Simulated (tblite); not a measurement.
Species: C5H10P (charge +1).
SMILES: `C[P@@H+]1C=CCC1`

Computed with GFN2-xTB (tblite): harmonic, unscaled wavenumbers at the GFN2-xTB geometry, gas phase. This tight-binding method is rough: wavenumbers can miss measured ones by several per cent, in bad cases by 10 to 20. Modes of hydrogen on phosphorus can be 10 to 20 % off.

Harmonic wavenumbers (cm⁻¹): 55.4, 160.1, 178.4, 208.2, 370.2, 460.7, 655.6, 681.2, 691.4, 725.2, 772.0, 774.1, 823.1, 844.9, 881.5, 911.6, 935.4, 943.2, 952.1, 1032.4, 1086.7, 1101.0, 1153.2, 1199.1, 1241.3, 1293.1, 1311.4, 1383.4, 1385.8, 1401.5, 1440.7, 1609.2, 2372.1, 2955.4, 2971.1, 2987.6, 2990.2, 2992.9, 2994.6, 3000.7, 3097.1, 3112.0.

A = 5365, B = 2396, C = 1899 MHz; mass 101.052 u (most abundant isotopes); point group C1, symmetry number 1.

**Question.** Zero-point energy?

**Answer.** ½Σν̃ = 29068 cm⁻¹ = 347.74 kJ/mol.

**Question.** What is S at 350 K and 1 bar for an ideal gas of classical rigid rotors and harmonic oscillators?

**Answer.** Translation 169.75, rotation 114.88, vibration 85.28: S = 369.9 J/(mol K).

**Question.** And Cp and H(350 K) − H(0)?

**Answer.** Cp = 141.51 J/(mol K), of which vibrations give 108.25 (their classical limit is 42 R = 349.2); H(350 K) − H(0) = 28.31 kJ/mol without the zero-point energy, 16.67 from vibrations.

**Question.** Which modes carry the vibrational entropy at 350 K?

**Answer.** 55.4 cm⁻¹: 20.63; 160.1 cm⁻¹: 11.94; 178.4 cm⁻¹: 11.08; 208.2 cm⁻¹: 9.86; 370.2 cm⁻¹: 5.58; 460.7 cm⁻¹: 4.15 J/(mol K); the other 36 give 22.04 together.

**Question.** What must be added to the electronic energy to get the Gibbs energy at 350 K and 1 bar?

**Answer.** ZPE + [H(350 K) − H(0)] − T·S = 347.74 + 28.31 − 129.47 = 246.58 kJ/mol.

**Question.** How do the functions run with temperature in this model?

**Answer.** 
```csv
T (K),S (J/(mol K)),Cp (J/(mol K)),H − H(0) (kJ/mol),G − H(0) (kJ/mol),ln q(vib)
100,260.9,57.5,4.42,-21.67,0.84
200,308.4,84.5,11.43,-50.26,2.23
300,349.6,122.2,21.71,-83.17,3.73
500,429.2,191.2,53.44,-161.13,7.10
800,534.4,255.5,121.35,-306.14,12.49
1000,594.5,283.2,175.36,-419.15,15.98
```

q(vib) and H(0) count from the zero-point level.

Hindered rotation and anharmonicity are outside this model. The structure is chiral; the term R ln 2 for an equal mix with its mirror image is left out.
